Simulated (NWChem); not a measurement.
# One shape, several levels: C3H3N (acrylonitrile)

Aim: a comparison of 4 runs (HF/STO-3G, HF/3-21G, B3LYP/6-31G*, r2SCAN/6-311+G**) of C3H3N (acrylonitrile). 

The results are computed with NWChem 7.3.0.

4 further runs of the same task are left out: 4 set aside as unsound or not needed.

## Step 1: The structure to begin with

C3H3N has 7 atoms, charge 0, and is taken as a singlet. SMILES: `C=CC#N`. The shape is that of a PBE0-D4/def2-TZVP optimisation.

Bond lengths: C1–C2 1.329 Å, C2–C3 1.423 Å, C3–N4 1.152 Å, C1–H5 1.083 Å, C1–H6 1.083 Å, C2–H7 1.085 Å. Angles: C1–C2–C3 122.7°, C2–C3–N4 178.9°, C1–C2–H7 121.5°, C3–C2–H7 115.8°, C2–C1–H5 121.6°, C2–C1–H6 120.6°, H5–C1–H6 117.9°.

## Step 2: Energy and forces at HF/STO-3G (run 1)

File mol.nw:

```
START mol
TITLE "C3H3N hf"
memory stack 880 mb heap 220 mb global 1100 mb

GEOMETRY noautosym nocenter noautoz
   C    -0.540840    0.829550   -0.350560
   C     0.371580    0.105220    0.289410
   C     0.413320   -1.315880    0.218830
   N     0.465120   -2.465750    0.175380
   H    -1.304630    0.366690   -0.963300
   H    -0.540500    1.909410   -0.272510
   H     1.135950    0.570750    0.902750
END

BASIS spherical bse
   * library STO-3G
END

SCF
   singlet
   rhf
   thresh 1e-08
   maxiter 80
END

TASK scf gradient
```

Launch:

```console
$ nwchem mol.nw > mol.out
```

Output:

```text
[...]
  functions       =    23
[...]
  wavefunction    = RHF
[...]
         Total SCF energy =   -167.625742125740
      One-electron energy =   -406.058563134794
      Two-electron energy =    147.903443797482
 Nuclear repulsion energy =     90.529377211572
        Time for solution =      1.0s
[...]
                         RHF ENERGY GRADIENTS
    atom               coordinates                        gradient
                 x          y          z           x          y          z
   1 C      -1.022039   1.567622  -0.662462   -0.016852   0.011484  -0.011955
   2 C       0.702184   0.198837   0.546906    0.015852  -0.041323   0.009044
   3 C       0.781062  -2.486653   0.413529   -0.002372   0.017080  -0.000563
   4 N       0.878949  -4.659592   0.331420    0.000156   0.015616   0.001241
   5 H      -2.465393   0.692944  -1.820373    0.000865  -0.001733   0.000528
   6 H      -1.021397   3.608262  -0.514969    0.001841  -0.000482   0.001366
   7 H       2.146634   1.078561   1.705950    0.000510  -0.000643   0.000340
[...]
```

Wall time 1.8 s (1 thread of AMD EPYC 7B13 (Zen 3), shared host); peak memory 0.098 GiB.

## Step 3: Energy and gradient at HF/3-21G (run 2)

File c3h3n.nw:

```
start c3h3n
memory total 2200 mb

geometry units angstroms noautosym nocenter noautoz
 C     -0.540840     0.829550    -0.350560
 C      0.371580     0.105220     0.289410
 C      0.413320    -1.315880     0.218830
 N      0.465120    -2.465750     0.175380
 H     -1.304630     0.366690    -0.963300
 H     -0.540500     1.909410    -0.272510
 H      1.135950     0.570750     0.902750
end

basis spherical bse
 * library 3-21G
end

scf
 thresh 1e-08
 maxiter 80
end

task scf gradient
```

Launch:

```console
$ nwchem c3h3n.nw > c3h3n.out
```

Output:

```text
[...]
  functions       =    42
[...]
  wavefunction    = RHF
[...]
         Total SCF energy =   -168.819590337047
      One-electron energy =   -406.058651441643
      Two-electron energy =    146.709683893024
 Nuclear repulsion energy =     90.529377211572
        Time for solution =      0.9s
[...]
                         RHF ENERGY GRADIENTS
    atom               coordinates                        gradient
                 x          y          z           x          y          z
   1 C      -1.022039   1.567622  -0.662462   -0.004490   0.003052  -0.003185
   2 C       0.702184   0.198837   0.546906    0.003690  -0.012584   0.001886
   3 C       0.781062  -2.486653   0.413529   -0.003356   0.033224  -0.000147
   4 N       0.878949  -4.659592   0.331420    0.002279  -0.031411  -0.000533
   5 H      -2.465393   0.692944  -1.820373   -0.005492  -0.004520  -0.004495
   6 H      -1.021397   3.608262  -0.514969    0.000751   0.008315   0.001172
   7 H       2.146634   1.078561   1.705950    0.006618   0.003925   0.005302
[...]
```

Run time: 1.7 s. Hardware: 1 thread of AMD EPYC 7B13 (Zen 3), shared host; peak memory 0.1 GiB.

Run 3 isn't shown in full; the table further down has it.

## Step 4: Energy and forces at r2SCAN/6-311+G(d,p) (run 4)

File run.py:

```python
from ase import Atoms
from ase.calculators.nwchem import NWChem

molecule = Atoms('CCCNHHH', positions=[
    [-0.540840, 0.829550, -0.350560],
    [0.371580, 0.105220, 0.289410],
    [0.413320, -1.315880, 0.218830],
    [0.465120, -2.465750, 0.175380],
    [-1.304630, 0.366690, -0.963300],
    [-0.540500, 1.909410, -0.272510],
    [1.135950, 0.570750, 0.902750],
])

calc = NWChem(
    label='calc',
    theory='dft',
    memory='2200 mb',
    basis='6-311+G**',
    basispar='spherical bse',
    dft={'xc': 'r2scan', 'mult': '1', 'grid': 'fine', 'convergence': 'energy 1e-08', 'iterations': '100', 'mulliken': None},
)
molecule.calc = calc

forces = molecule.get_forces()
print(f"energy = {molecule.get_potential_energy():.6f} eV")
print("forces (eV/A):")
for s, f in zip(molecule.symbols, forces):
    print(f"{s:2s} {f[0]:10.5f} {f[1]:10.5f} {f[2]:10.5f}")
print("dipole (e A):", molecule.get_dipole_moment().round(4))
```

Launch:

```console
$ export ASE_NWCHEM_COMMAND="nwchem PREFIX.nwi > PREFIX.nwo"
$ python run.py
```

Output:

```text
energy = -4646.945130 eV
forces (eV/A):
C    -0.31064    0.25886   -0.21705
C     0.28184   -0.33800    0.18975
C    -0.03353    1.06958    0.05127
N     0.04813   -1.04562   -0.03867
H    -0.03821   -0.01867   -0.03018
H    -0.00134    0.05188    0.00257
H     0.05374    0.02196    0.04237
dipole (e A): [-0.0977  0.8351 -0.014 ]
```

The calculator wrote calc.nwi:

```
title "calc"

permanent_dir calc

scratch_dir calc

start calc

geometry units angstrom nocenter noautosym noautoz
  C  -5.4083999999999999e-01 8.2955000000000001e-01 -3.5055999999999998e-01
  C  3.7158000000000002e-01 1.0521999999999999e-01 2.8941000000000000e-01
  C  4.1332000000000002e-01 -1.3158799999999999e+00 2.1883000000000000e-01
  N  4.6511999999999998e-01 -2.4657499999999999e+00 1.7538000000000001e-01
  H  -1.3046300000000000e+00 3.6669000000000002e-01 -9.6330000000000005e-01
  H  -5.4049999999999998e-01 1.9094100000000001e+00 -2.7250999999999997e-01
  H  1.1359500000000000e+00 5.7074999999999998e-01 9.0275000000000005e-01
end

memory 2200 mb

basis spherical bse noprint
   * library 6-311+G**
end

dft
  xc r2scan
  mult 1
  grid fine
  convergence energy 1e-08
  iterations 100
  mulliken
end

task dft gradient
```

calc.nwo:

```text
Northwest Computational Chemistry Package (NWChem) 7.3.0
             --------------------------------------------------------

           Job information
           ---------------

    nwchem branch   = 7.3.0
    use scalapack   = T
    input           = calc.nwi
    prefix          = calc.
    data base       = calc/calc.db
    status          = startup
    nproc           =        1

           Memory information
           ------------------

    heap     =     72089600 doubles =      550.0 Mbytes
    stack    =     72089597 doubles =      550.0 Mbytes
    global   =    144179200 doubles =     1100.0 Mbytes (distinct from heap & stack)
    total    =    288358397 doubles =     2200.0 Mbytes
    verify   = yes
    hardfail = no

[... 105 lines left out ...]
  convergence criterion.
[... 37 lines left out ...]
          Spatial weights used:  Erf1
[... 78 lines left out ...]
         Total DFT energy =     -170.772085116611
[... 3 lines left out ...]
 Nuclear repulsion energy =       90.529377211572
[... 816 lines left out ...]
          Convergence on gradient requested:  5.00D-04
[... 24 lines left out ...]
          total energy or number of iterations.
[... 38 lines left out ...]
                 ----------------------------------------
                 |  Time  |  1-e(secs)   |  2-e(secs)   |
                 ----------------------------------------
                 |  CPU   |       0.01   |       3.63   |
                 ----------------------------------------
                 |  WALL  |       0.01   |       3.63   |
                 ----------------------------------------

 Task  times  cpu:       30.6s     wall:       30.6s
 Total times  cpu:       30.7s     wall:       30.7s
```

It took 32 s on 1 thread of AMD EPYC 7B13 (Zen 3), shared host; peak memory 0.12 GiB.

## Step 5: The series

| run | level | Cartesian functions | iteration cap | energy (Eh) | dipole moment (D) | HOMO energy (eV) | LUMO energy (eV) | wall time |
| --- | --- | --- | --- | --- | --- | --- | --- | --- |
| 1 | HF/STO-3G | no | 80 | -167.625742 | 3.20 | -9.16 | 6.09 | 1.8 s |
| 2 | HF/3-21G | no | 80 | -168.819590 | 4.06 | -10.72 | 2.75 | 1.7 s |
| 3 | B3LYP/6-31G* (Cartesian functions) | yes | 100 | -170.831065 | 3.86 | -7.91 | -1.47 | 22 s |
| 4 | r2SCAN/6-311+G** | no | 100 | -170.772085 | 4.04 | -7.59 | -2.57 | 32 s |

## Step 6: Outcome

```
                       quantity          value
            run 4: total energy  -170.77209 Eh
           run 4: dipole moment         4.04 D
             run 4: HOMO energy       -7.59 eV
             run 4: LUMO energy       -2.57 eV
           run 4: HOMO–LUMO gap        5.03 eV
run 4: largest force on an atom     1.071 eV/Å
```

In words: The dipole moment (its size) runs from 3.20 D (HF/STO-3G) to 4.06 D (HF/3-21G). The HOMO–LUMO gap runs from 5.03 eV (r2SCAN/6-311+G**) to 15.26 eV (HF/STO-3G). The two ends differ in method and basis. Totals of different functionals can't be ranked against each other. In run 1 the basis is minimal, so the values are rough. All runs together took 58 s, the longest 32 s.
